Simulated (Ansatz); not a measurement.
# AlN2 (doublet): the correlation ladder, def2-TZVPP

One table from this session's results is given with a row withheld; the runs are named, their logs left out.

The runs use Ansatz 0.2.0, Gaussian basis; def2-TZVPP, core rule «outside noble gas», up to 7 orbitals frozen.

The runs, in order: UHF; ROHF; CCSD(T) on UHF.

### The geometry

The geometry is a PBE0/def2-TZVP stationary point (not a proven minimum) of the parent state, kept for this charge and spin.

3 atoms, charge 0, spin multiplicity 2.

Atoms are counted from 1 here; the program's logs count them from 0.

Bond lengths: Al1–N2 1.785 Å, N2–N3 1.137 Å. Angles: Al1–N2–N3 180.0°.

Set-up of the first run:

Input file in.yaml:

```yaml
crystal:
  periodic: [false, false, false]
  atoms:
    - {symbol: Al, position_ang: [0.000000, 0.000000, 1.569200]}
    - {symbol: N, position_ang: [0.000000, 0.000000, -0.216000]}
    - {symbol: N, position_ang: [0.000000, 0.000000, -1.353200]}
basis:
  gaussian: {orbitals: def2-TZVPP}
magnetization: {spin_polarized: true, initial_magnetization: 1}
hamiltonian: {xc: hf}
output: {orbitals: {seedname: orbitals}}
```

Run with:

```
> ansatz run in.yaml --threads 1 --pin off --events-out ev --progress --plain --max-ram 3968MiB --backend cpu
```

Among the steps run: UHF; ROHF; CCSD(T) on UHF.

One table of the session follows, with a row left open; its other results are not shown here.

| method | from UCCSD(T) (meV) |
| --- | --- |
| ROHF | +12517.4 |
| UHF | +12317.4 |
| UMP2 | +1130.5 |
| UCCSD | ? |
| UCCSD(T) | 0 |

**Question.** Estimate the row for UCCSD.

The run gave: from UCCSD(T) (meV): +594.3. In the column «from UCCSD(T) (meV)» it lies between UCCSD(T) (0) and UMP2 (+1130.5).
